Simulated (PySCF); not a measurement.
## Bond length, frequency and bond energy of PS by level of theory

State: ²Π (doublet), unpaired electrons π ↑. Set-up: PySCF, no relativity, basis sets P cc-pV(D+d)Z, S cc-pV(D+d)Z. De refers to P + S in their high-spin ground configurations, without counterpoise correction. The functionals are run spin-unrestricted. A positive dipole means P(−)S(+). Levels whose curve was spin-contaminated or gave no clean fit are not listed.

| Level | Re (Å) | ωe (cm⁻¹) | De (eV) | μ (D) | CPU s a point (SCF and correlation, without the integrals) |
| --- | --- | --- | --- | --- | --- |
| ROHF | 1.878 | 831 | 1.58 | -1.19 | 0.12 |
| ROHF-MP2 | 1.916 | 757 | 3.70 | n/a | 0.22 |
| ROHF-SCS-MP2 | 1.916 | 755 | 3.62 | n/a | n/a |
| ROHF-CCSD | 1.916 | 753 | 3.30 | n/a | n/a |
| ROHF-CCSD(T) | 1.929 | 721 | 3.57 | n/a | 3.1 |
| PBE | 1.924 | 727 | 4.79 | -0.59 | 1.1 |
| BLYP | 1.937 | 701 | 4.66 | -0.62 | 0.64 |
| r²SCAN | 1.910 | 754 | 4.44 | -0.66 | 2.3 |
| TPSSh | 1.911 | 751 | 4.39 | -0.66 | 1.4 |
| PBE0 | 1.900 | 775 | 4.37 | -0.72 | 1.3 |

The bond length runs from 1.878 Å (ROHF) to 1.937 Å (BLYP). De spans 1.58 eV (ROHF, mean field) to 4.79 eV (PBE, GGA). Correlation at CCSD(T) changes the Hartree–Fock bond energy by +1.99 eV; the triples alone change it by +0.27 eV.

Correlated steps freeze 10 core orbitals. Correlated levels converge slowly with the basis: in double zeta they bind strong bonds too weakly, by up to about 1 eV, and carry superposition errors of some tenths. UHF is strongly spin-contaminated for PS, so the ROHF reference used there is far from stable. The state was picked by a PBE0 search and need not be the measured ground state.

The whole job (state search and all levels along the bond) took about 2.8 min on 1 thread of Arm Neoverse N1 (shared host), peak memory 0.52 GiB.
